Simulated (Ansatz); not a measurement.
# AlPH₂ (triplet): from Hartree-Fock to the top rungs, cc-pVTZ

One table from this session's results is given with a row withheld; the runs are named, their logs left out.

Method: cc-pVTZ, core rule «outside noble gas», up to 10 orbitals frozen; program: Ansatz 0.2.0, Gaussian basis.

The runs, in order: UHF; CCSD(T) on ROHF; CCSD(T) on UHF; BCCD(T) on ROHF; CCSDT(Q) on ROHF; CCSDT(Q) on UHF.

16 further runs of the same task are left out: 10 for a known fault of the program, 6 set aside as unsound or not needed.

### The geometry

The geometry is a PBE0/def2-TZVP stationary point (not a proven minimum).

4 atoms, charge 0, spin multiplicity 3.

Atoms are counted from 1 here; the program's logs count them from 0.

Bond lengths: Al1–P2 2.334 Å, Al1–H3 1.588 Å, Al1–H4 1.588 Å. Angles: P2–Al1–H3 119.7°, P2–Al1–H4 119.7°, H3–Al1–H4 120.5°.

The first run:

File in.yaml:

```yaml
crystal:
  periodic: [false, false, false]
  atoms:
    - {symbol: Al, position_ang: [0.000000, 0.000000, 1.179176]}
    - {symbol: P, position_ang: [0.000000, 0.000000, -1.155185]}
    - {symbol: H, position_ang: [0.000000, 1.378539, 1.966597]}
    - {symbol: H, position_ang: [0.000000, -1.378539, 1.966597]}
basis:
  gaussian: {orbitals: cc-pVTZ}
magnetization: {spin_polarized: true, initial_magnetization: 2}
hamiltonian: {xc: hf}
output: {orbitals: {seedname: orbitals}}
```

Run with:

```bash
$ ansatz run in.yaml --threads 1 --pin off --events-out ev --progress --plain --max-ram 4096MiB --backend cpu
```

Steps of the session up to this table: UHF; CCSD(T) on ROHF; CCSD(T) on UHF; BCCD(T) on ROHF; CCSDT(Q) on ROHF; CCSDT(Q) on UHF.

One of the session's tables, all rows but one given; the rest of the session is left out.

| method | from UCCSDT(Q) (meV) |
| --- | --- |
| ROHF | +6260.8 |
| UHF | +6101.6 |
| RMP2 | ? |
| UMP2 | +1273.8 |
| RCCSD | +259.4 |
| UCCSD | +252.4 |
| RCCSD(T) | +46.8 |
| UCCSD(T) | +46.5 |
| BCCD(T) | +46.4 |
| RCCSDT | +10.5 |
| UCCSDT | +9.0 |
| RCCSDT(Q) | +1.4 |
| UCCSDT(Q) | 0 |

Estimate the missing values for RMP2.

**Answer.** from UCCSDT(Q) (meV): +1230.3. In the column «from UCCSDT(Q) (meV)» it lies between RCCSD (+259.4) and UMP2 (+1273.8).

With the free atoms at the same levels and basis (separate runs), the atomisation energy is 7.737 eV at UCCSDT(Q), 7.730 eV at RCCSD(T), 7.727 eV at UCCSD(T), 5.897 eV at ROHF.

Limits of these values: Restricted and unrestricted rows rest on different reference determinants; where their highest levels disagree by more than a few hundredths of an eV, they describe different states and don't form one ladder.
